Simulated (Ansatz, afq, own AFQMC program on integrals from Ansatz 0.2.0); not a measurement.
**Where AFQMC and coupled cluster stand for BeGaH3, singlet**

```xyz
5

Ga    0.0000    0.0000    0.3093
Be    0.0000    0.0000   -2.2608
H     0.0000    1.4922    1.2986
H     0.0000   -1.4922    1.2986
H     0.0000    0.0000   -3.7802
```

Connectivity, by distances: GaH2–BeH.

Basis cc-pVDZ. Noble-gas cores (and the filled d shells of Ga–Kr and In–Xe) are frozen. Integrals, coupled cluster, full CI and functionals: Ansatz 0.2.0; the random walks run on the same integrals in our own AFQMC program. The CISD trial takes its coefficients from CCSD amplitudes. Released means that phaseless walkers are propagated on without the constraint, phases kept. Error bars are statistical, one sigma. No spin–orbit coupling.

Determinant: RHF, the one that the program's search chose, which needn't be the lowest solution. The geometry is a point of a scan.

No full CI on the walks' own integrals is used here; CCSDT(Q) serves as the reference and is uncertain by about the last step of the cluster series.

Cautions: no relativity below Rb; no spin-orbit coupling; inner d shell frozen.

The T1 diagnostic is 0.0130, the weight of the determinant in the CISD state is 0.890 and the size of the correlated space is 8 electrons in 41 orbitals.

Reference: CCSDT(Q), correlation energy -3.922 eV. The released energy is read at 2.40 1/Eh (meV from the phaseless value at times in 1/Eh: 3 ± 7 at 0.24, -1 ± 5 at 0.51, 3 ± 6 at 0.99, -3 ± 8 at 1.62, -1 ± 7 at 2.40).

```
         level  E − E(reference) (mEh)  share of correlation (%)
            HF                  144.13                      0.00
           MP2                   38.68                     73.16
          CCSD                    3.79                     97.37
       CCSD(T)                    1.02                     99.29
         CCSDT                    0.12                     99.92
 ph-AFQMC/CISD            -0.07 ± 0.29                    100.05
released AFQMC            -0.12 ± 0.24                    100.08
```

A walk keeps the symmetry of its determinant, which the program's search chose and which needn't be the lowest solution, so a lower state of the same spin and another symmetry isn't excluded. Released energies are given only where the last usable release times agree within the noise; a slower fall can still hide under it.
